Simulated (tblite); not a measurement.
# C2H5FO: the cost of one run

Computed with tblite 0.8.0 and PySCF 2.14.0; each step states its level. No surroundings beyond the atoms listed, unless a continuum is named. Atoms count from 0, parts from 1.

## Step 1: The system as given

9 atoms, charge 0, multiplicity 1; geometry: rigid parts in contact. Parts: 1 = atoms 0–4, `CF`, charge 0; 2 = atoms 5–8, `C=O`, charge 0.

## Step 2: Bringing the parts together with GFN2-xTB

What the job is given:

```
{"job": {"kind": "dock", "xc": "GFN2-xTB", "basis": "xTB"}, "charge": 0, "multiplicity": 1, "parts": [{"atoms": "0-4", "charge": 0, "multiplicity": 1}, {"atoms": "5-8", "charge": 0, "multiplicity": 1}]}
C     -0.067674     0.013261    -0.011430
F      1.253499    -0.243585     0.211255
H     -0.559510     0.118918     0.956286
H     -0.485971    -0.825352    -0.569419
H     -0.140344     0.936759    -0.586693
C      2.634270    -2.274185    -0.756890
O      1.971674    -3.046924    -1.377373
H      3.399678    -1.632464    -1.225350
H      2.533442    -2.140750     0.333493
```

Method: GFN2-xTB search for minima from random contacts, gas phase.

Run with:

```
OMP_NUM_THREADS=1 python cluster_run.py task.json out
```

This one command runs all jobs of the session in turn.

**Question.** How long does this first job take on 1 thread of Intel Xeon Platinum 8259CL at 2.50GHz, shared host?

About 8 s.
